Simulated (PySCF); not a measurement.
CHO, SMILES [CH]=O (connectivity only; charge and spin as stated), charge +1, multiplicity 1.

Coordinates come from a B3LYP-D3(BJ)/def2-TZVPD optimisation. The isomer is the one that the SMILES or the coordinates give; other isomers of the formula were not compared.

Method: PySCF with TDA-M06-2X/def2-TZVPD.

Vertical excitations; the highest root listed may be one member of a degenerate set. The molecule is in vacuum. State labels are in the subgroup C2v.

**Question.** Estimate the UV-visible absorptions. (Estimate from the structure and the level; the computed values follow.)

**Answer.** 
| state | symmetry | energy (eV) | λ (nm) | f | main pairs |
|---|---|---|---|---|---|
| S1 | A2 | 8.88 | 140 | 0.000 | HOMO−1→LUMO+1 49 %, HOMO→LUMO 49 % |
| S2 | A2 | 10.00 | 124 | 0.000 | HOMO→LUMO, HOMO−1→LUMO+1 (degenerate set) |
| S3 | A1 | 10.00 | 124 | 0.000 | HOMO−1→LUMO, HOMO→LUMO+1 (degenerate set) |
| S4 | B2 | 11.62 | 107 | 0.001 | HOMO−2→LUMO+1 (degenerate set) |
| S5 | B1 | 11.62 | 107 | 0.001 | HOMO−2→LUMO (degenerate set) |
| S6 | B2 | 14.56 | 85 | 0.007 | HOMO→LUMO+2, HOMO−3→LUMO+1 (degenerate set) |
| S7 | B1 | 14.56 | 85 | 0.007 | HOMO−1→LUMO+2, HOMO−3→LUMO (degenerate set) |
| S8 | A1 | 15.63 | 79 | 0.216 | HOMO−2→LUMO+2 34 %, HOMO→LUMO+1 26 %, HOMO−1→LUMO 26 % |
| S9 | B2 | 16.47 | 75 | 0.323 | HOMO−3→LUMO+1, HOMO→LUMO+3 (degenerate set) |
| S10 | B1 | 16.47 | 75 | 0.323 | HOMO−3→LUMO, HOMO−1→LUMO+3 (degenerate set) |
| T1 | A1 | 7.86 | 158 | 0 | HOMO−1→LUMO 48 %, HOMO→LUMO+1 48 % |
| T2 | A2 | 8.88 | 140 | 0 | HOMO−1→LUMO+1 49 %, HOMO→LUMO 49 % |
| T3 | A2 | 8.99 | 138 | 0 | HOMO→LUMO, HOMO−1→LUMO+1 (degenerate set) |
| T4 | A1 | 8.99 | 138 | 0 | HOMO→LUMO+1, HOMO−1→LUMO (degenerate set) |
Triplets are in the Tamm–Dancoff approximation.
